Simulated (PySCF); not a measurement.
Rock-salt LiF: correlation energy from several methods in one and the same small orbital space (PySCF; 2 atoms at the zone centre, 8 electrons in 22 orbitals, empty ones MP2 natural orbitals of a TZ basis, lattice constant set to 4.0262 Å). It tests the methods against each other and lies far from the crystal's limit.

```json
[
 {"method": "MP2", "E_corr (eV per atom)": "-2.8633", "share of full CI (%)": "92.8", "error (meV)": "222"},
 {"method": "CCSD", "E_corr (eV per atom)": "-3.0531", "share of full CI (%)": "99.0", "error (meV)": "32"},
 {"method": "CCSD(T)", "E_corr (eV per atom)": "-3.0789", "share of full CI (%)": "99.8", "error (meV)": "6"},
 {"method": "CCSDT", "E_corr (eV per atom)": "-3.0811", "share of full CI (%)": "99.9", "error (meV)": "4"},
 {"method": "CCSDT(Q)", "E_corr (eV per atom)": "-3.0851", "share of full CI (%)": "100.0", "error (meV)": "0"},
 {"method": "full CI", "E_corr (eV per atom)": "-3.0851", "share of full CI (%)": "100.0", "error (meV)": "0"}
]
```

The Hartree–Fock determinant has a weight of 0.96 in the full CI state.

MP2, (T) and (Q) use filled levels shifted down by the Madelung term, which in so small a cell is a large part of the gap, so these rows hang on it.
